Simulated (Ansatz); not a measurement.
Mulliken charges of C2H4ClNS, SMILES `C/N=C(/S)Cl` from ωB97M-V/def2-TZVPP in Ansatz (PBE0-D4/def2-TZVP geometry).

```csv
atom,x (Å),y (Å),z (Å),charge (e)
C1,1.053,0.674,0.643,-0.195
N2,-0.027,-0.248,0.438,-0.207
C3,-0.665,-0.349,-0.622,0.076
S4,-1.985,-1.463,-0.900,-0.053
Cl5,-0.392,0.603,-2.090,-0.089
H6,1.272,1.293,-0.231,0.097
H7,1.948,0.111,0.920,0.124
H8,0.807,1.320,1.489,0.124
H9,-1.922,-1.988,0.336,0.122
```

Task: By hand: the dipole of these point charges (1 e Å = 4.8032 D).

Result: Σ q r = (0.120, -0.022, 0.288) e Å, of length 0.313 e Å = 1.50 D.

Task: How does the dipole of the full density compare? (Estimate.)

Result: Computed: (0.112, 0.017, 0.187) e Å, 1.05 D; the point charges give 1.43 times that, at 12° from its direction.

Point charges leave out the atoms' own dipoles, such as those of lone pairs, and Mulliken's split depends on the basis, so the two needn't agree.
